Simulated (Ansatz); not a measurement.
SiN, quartet: vertical spin and charge gaps

Geometry (PBE0/def2-TZVP stationary point for this spin):

```xyz
2

Si    0.0000    0.0000    0.0000
N     0.0000    0.0000    1.8891
```

Basis cc-pVDZ; Ansatz 0.2.0. Only valence electrons are correlated (noble-gas cores frozen). R marks a restricted (for open shells ROHF) determinant, U an unrestricted one.

Gaps are energies of the second state less the first, at fixed atoms, for a selection of the levels run; each method lands on the state that its own search finds for that charge and spin.

For open shells CISD is restricted-active-space CI with the open shells as a complete middle space.

Removing an electron, to the triplet: 7.217 eV at UCCSDT(Q).

```tsv
level	gap (eV)	error (meV)
RHF	7.136	-81
UHF	7.270	53
RMP2	7.250	33
UMP2	7.239	22
CISD	7.240	23
RCCSD	7.248	31
UCCSD	7.249	32
RCCSD(T)	7.225	8
UCCSD(T)	7.225	8
BCCD(T)	7.226	9
RCCSDT	7.220	3
UCCSDT	7.220	3
RCCSDT(Q)	7.218	1
PBE	7.412	195
B3LYP	7.466	249
wB97M-V	7.172	-45
B2PLYP	7.332	115
RPA-PBE	7.321	104
```

Sextet less quartet: 1.846 eV at UCCSDT(Q).

```tsv
level	gap (eV)	error (meV)
RHF	1.312	-534
UHF	1.275	-571
RMP2	1.695	-151
UMP2	1.730	-116
CISD	1.666	-180
RCCSD	1.843	-3
UCCSD	1.832	-14
RCCSD(T)	1.839	-7
UCCSD(T)	1.839	-7
BCCD(T)	1.840	-6
RCCSDT	1.846	0
UCCSDT	1.844	-2
RCCSDT(Q)	1.846	0
PBE	2.070	224
B97M-V	2.037	191
B3LYP	2.246	400
wB97M-V	2.333	487
B2PLYP	2.116	270
RPA-PBE	2.147	301
```

Question: PBE gives 9.805 eV for removing an electron, to the quintet. Estimate what UCCSDT(Q) gives in cc-pVDZ.

Answer: UCCSDT(Q) in cc-pVDZ gives 9.361 eV, so against it PBE is off by 0.444 eV.

```json
{"level": "RHF", "gap (eV)": "8.519", "error (meV)": "-842"}
{"level": "UHF", "gap (eV)": "8.554", "error (meV)": "-807"}
{"level": "RMP2", "gap (eV)": "9.388", "error (meV)": "27"}
{"level": "UMP2", "gap (eV)": "9.312", "error (meV)": "-49"}
{"level": "CISD", "gap (eV)": "9.186", "error (meV)": "-175"}
{"level": "RCCSD", "gap (eV)": "9.332", "error (meV)": "-29"}
{"level": "UCCSD", "gap (eV)": "9.331", "error (meV)": "-30"}
{"level": "RCCSD(T)", "gap (eV)": "9.355", "error (meV)": "-6"}
{"level": "UCCSD(T)", "gap (eV)": "9.353", "error (meV)": "-8"}
{"level": "BCCD(T)", "gap (eV)": "9.354", "error (meV)": "-7"}
{"level": "RCCSDT", "gap (eV)": "9.358", "error (meV)": "-3"}
{"level": "UCCSDT", "gap (eV)": "9.357", "error (meV)": "-4"}
{"level": "RCCSDT(Q)", "gap (eV)": "9.361", "error (meV)": "0"}
{"level": "B3LYP", "gap (eV)": "9.875", "error (meV)": "514"}
{"level": "wB97M-V", "gap (eV)": "9.735", "error (meV)": "374"}
{"level": "B2PLYP", "gap (eV)": "9.645", "error (meV)": "284"}
{"level": "RPA-PBE", "gap (eV)": "9.660", "error (meV)": "299"}
```

In so small a basis the reference is far from its limit while semilocal and hybrid functionals are nearer theirs (RPA and double hybrids share much of the reference's basis error), so the functionals' errors here hold much of the reference's basis and frozen-core error, which can add to them or hide them.

Full CI isn't at hand for all of this; UCCSDT(Q) serves as the reference, and is uncertain by about the last step of the cluster series. The frozen core follows each run's orbitals, which can shift R against U totals by a few meV.
